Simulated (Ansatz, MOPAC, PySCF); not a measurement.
Gas-phase reaction in SMILES: P#P [phosphanylidynephosphane] + 3 [H][H] (H2) -> 2 P (PH3)

Wanted: energy of full hydrogenation (enthalpy at 298 K), in kcal/mol. Terms: six Cartesian d functions in 6-31G* and its kin unless marked 5d; spin-orbit terms left out; dispersion terms only where a functional's name holds one; non-relativistic; PM7 with its own dispersion and hydrogen-bond terms. First-principles rows: single points at B3LYP-D3(BJ) geometries (Ansatz, a program for electronic structure), with unscaled harmonic terms from B3LYP/6-31G* at its own minima. Semi-empirical rows: MOPAC heats of formation at their own minima for 298 K.

| species | coefficient | E at M06-2X/6-31G* (5d) (PySCF), Eh | E at wB97X-V/def2-TZVPD (Ansatz), Eh | H(298 K) - E, kcal/mol | heat of formation at PM7 (MOPAC), kcal/mol |
|---|---|---|---|---|---|
| P#P | -1 | -682.60360 | -682.59078 | 3.26 | 1.98 |
| [H][H] (H2) | -3 | -1.16368 | -1.17238 | 8.44 | -32.01 |
| P (PH3) | +2 | -343.08062 | -343.09555 | 17.62 | -3.36 |

Measured values: Active Thermochemical Tables 1.112 (ions: stationary electron), as tabulated in the package chemicals; G2/97 table in ASE (Curtiss et al.); they hold spin-orbit and core effects, anharmonicity.  Value to compare with, the measured value: -31.7 kcal/mol. 1 Eh = 627.5095 kcal/mol.

Compute it at each level from the table, and compare with the measured value.


- M06-2X/6-31G* (5d): the sum of coefficient times E is -0.06660 Eh, or -41.79 kcal/mol; the thermal terms add 6.66. Result: -35.1 kcal/mol. Its error against the measured value is -3.4 kcal/mol.
- wB97X-V/def2-TZVPD: the sum of coefficient times E is -0.08318 Eh, or -52.20 kcal/mol; the thermal terms add 6.66. Result: -45.5 kcal/mol. Its error against the measured value is -13.8 kcal/mol.
- PM7: the sum of coefficient times heat of formation is 87.33 kcal/mol; it needs no thermal term. Its error against the measured value is 119.0 kcal/mol.
